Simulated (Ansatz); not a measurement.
**PHO: basis-set convergence**

Aim: see how fast density functionals and correlated methods converge with the basis set for PHO.

Computed with Ansatz 0.2.0, Gaussian basis. Level: one geometry, several basis sets.

Levels to be run: PBE0-D4/def2-SVP; ωB97M-V/def2-SVP; PBE0-D4/def2-QZVPP; ωB97M-V/def2-QZVPP; CCSD(T)/cc-pV(D+d)Z; CCSD(T)/cc-pV(T+d)Z; CCSD(T)/cc-pV(Q+d)Z; the functionals' def2-TZVPP values are taken from earlier runs.

## (1) The relaxed structure

The geometry comes from an earlier relaxation with PBE0-D4/def2-TZVP; it is a stationary point.

3 atoms, charge 0, spin multiplicity 1.

Atoms are counted from 1 here; the program's logs count them from 0.

Bond lengths: O1–P2 1.478 Å, P2–H3 1.468 Å. Angles: O1–P2–H3 104.3°.

## (2) PBE0-D4 in def2-SVP

in.yaml reads:

```yaml
crystal:
  periodic: [false, false, false]
  atoms:
    - {symbol: O, position_ang: [0.792451, 0.743868, 0.517276]}
    - {symbol: P, position_ang: [0.235298, -0.550300, 0.069725]}
    - {symbol: H, position_ang: [-1.027750, -0.193568, -0.587012]}
basis:
  gaussian: {orbitals: def2-SVP}
hamiltonian: {xc: pbe0, dispersion: d4}
output: {orbitals: {seedname: orbitals}}
```

Started as:

```bash
$ ansatz run in.yaml --threads 2 --pin off --events-out ev --progress --plain --max-ram 32768MiB --backend cpu
```

After this run come: ωB97M-V in def2-SVP; PBE0-D4 in def2-QZVPP; ωB97M-V in def2-QZVPP; CCSD(T) in cc-pV(D+d)Z; CCSD(T) in cc-pV(T+d)Z; CCSD(T) in cc-pV(Q+d)Z.

Q: Predict the results of all the runs planned. Wanted: MP2 correlation recovered, cc-pV(D+d)Z; MP2 correlation recovered, cc-pV(T+d)Z; MP2 correlation recovered, cc-pV(Q+d)Z; difference of two CCSD(T) limits: def2 sets; PBE0-D4: double and triple zeta above quadruple; ωB97M-V: double and triple zeta above quadruple.

The runs gave:

```
                                                                   quantity          value
                                     MP2 correlation recovered, cc-pV(D+d)Z         70.2 %
                                     MP2 correlation recovered, cc-pV(T+d)Z         88.3 %
                                     MP2 correlation recovered, cc-pV(Q+d)Z         95.1 %
difference of two CCSD(T) limits: def2 sets (earlier runs) less this series        -37 meV
                            PBE0-D4: double and triple zeta above quadruple  6.56, 0.45 eV
                            ωB97M-V: double and triple zeta above quadruple  6.60, 0.43 eV
```

In words: PBE0-D4 gains 6.11 eV from double to triple zeta, then 0.45 eV more. In cc-pV(D+d)Z MP2 holds 70 % of its limit, in cc-pV(Q+d)Z 95 %, while Hartree-Fock is within 0.088 eV in the largest set. A limit from the def2 sets, made apart, differs by 37 meV, a least measure of the doubt on such a limit. Total energies overstate the basis error of differences, where much of it tends to cancel.
